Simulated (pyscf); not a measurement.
HO–Si(OH)(F)–F + HO–SiH₃ -> HO–Si(OH)(F)–O–SiH₃ + HF, a four-centre exchange (singlet surface; F–Si, H–O broken, O–Si, F–H formed). Single points on ωB97X-D3(BJ)/def2-SVP structures (PySCF, gas phase). Energies in kcal/mol from the separated reactants.

Small-basis levels: PySCF, no dispersion term, spherical d functions. AM1 to PM7: differences of heats of formation from MOPAC. Cost: rough CPU time at the saddle relative to B3LYP/6-31G*, from one job on a shared machine.

| level | barrier | reaction energy | cost |
|---|---|---|---|
| HF/STO-3G | [?] | +2.3 | 0.03 |
| HF/6-31G* | 32.0 | +9.3 | 0.10 |
| B3LYP/STO-3G | -23.0 | +7.8 | 0.4 |
| B3LYP/3-21G | -21.4 | +7.4 | 0.6 |
| PBE/def2-SVP | 7.5 | +8.4 | 1 |
| B3LYP/def2-SVP | 13.7 | +7.8 | 1 |
| AM1 | 40.2 | +8.4 | under 0.02 |
| PM6 | [?] | +3.6 | under 0.02 |
| PM7 | 49.5 | +4.2 | under 0.02 |
| ωB97M-D3(BJ)/def2-TZVP | [?] | +5.3 | – |

Question: What belongs in the gaps?

Answer: 
- HF/STO-3G, barrier: 8.9
- PM6, barrier: 30.6
- ωB97M-D3(BJ)/def2-TZVP, barrier: 20.7

Against the last row the barrier runs from -43.6 (B3LYP/STO-3G) to +28.9 kcal/mol (PM7). At B3LYP/STO-3G, B3LYP/3-21G, PBE/def2-SVP this geometry lies under one side, so the entry may be no barrier of that level: it is a single point on another level's saddle. ωB97M-D3(BJ)/def2-TZVP has limits of its own. On the reactant side the descent ends in an adduct with a O–Si contact (not fully relaxed), 0.9 kcal/mol under the separated species and 20.0 kcal/mol under the saddle at ωB97X-D3(BJ)/def2-TZVP. On the product side the descent ends in a complex, 8.0 kcal/mol under the separated species and 23.7 kcal/mol under the saddle at ωB97X-D3(BJ)/def2-TZVP. What is counted as formed (O–Si) is already present as a longer contact in the reactant adduct; forming that adduct is a step of its own. One saddle was located; it need not be the lowest between these sides.
